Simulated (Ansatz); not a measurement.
## HSiAl⁺, doublet: reading a ladder of total energies

Geometry: that of the HSiAl, triplet, kept fixed.

```xyz
3

Si    0.0000   -0.0360    1.1654
Al    0.0000   -0.0118   -1.2249
H     0.0000    1.3177    0.3154
```

Basis cc-pVDZ; Ansatz 0.2.0. Correlated methods freeze the noble-gas cores, which leaves 7 electrons in 31 orbitals. Prefix R: restricted or restricted open-shell reference; prefix U: unrestricted.

Full CI isn't at hand for all of this; UCCSDT(Q) serves as the reference, and is uncertain by the last step of the cluster series or more.

Unrestricted rows (U) aren't spin-pure: their determinants' ⟨S²⟩ exceeds S(S+1) by up to 0.36, so they mix in states of higher spin.

UCCSD has a T1 diagnostic of 0.081 and a largest doubles amplitude of 0.12.

The cluster runs stand on a determinant 0.13 eV above the lowest UHF solution, chosen by a search with trial CCSD; the correlation energy below is counted from it.

Runs differ by some tens of microhartree through their thresholds and, for an open shell, their frozen cores, so steps under 0.03 kcal/mol mean nothing.

```csv
level,total energy (hartree)
UHF determinant under the cluster runs,-531.091473
UMP2,-531.195517
UCCSD,-531.235027
UCCSD(T),-531.242154
UCCSDT,-531.244264
UCCSDT(Q),-531.244833
```

Q: What is the correlation energy at UCCSDT(Q), and what share of it do UMP2 and UCCSD(T) recover?

A: E(corr) = -531.244833 − (-531.091473) = -0.153360 hartree = -4.173 eV. UMP2: -0.104044 / -0.153360 = 67.84 %. UCCSD(T): -0.150681 / -0.153360 = 98.25 %.

Q: By how many kcal/mol does UCCSD(T) miss UCCSDT(Q) (1 hartree = 627.509 kcal/mol), and which steps make up the rest?

A: -531.242154 − (-531.244833) = 0.002679 hartree = 1.68 kcal/mol. Steps: UCCSDT − UCCSD(T) = -1.32, UCCSDT(Q) − UCCSDT = -0.36 kcal/mol. Differences between like states or geometries often cancel part of this.
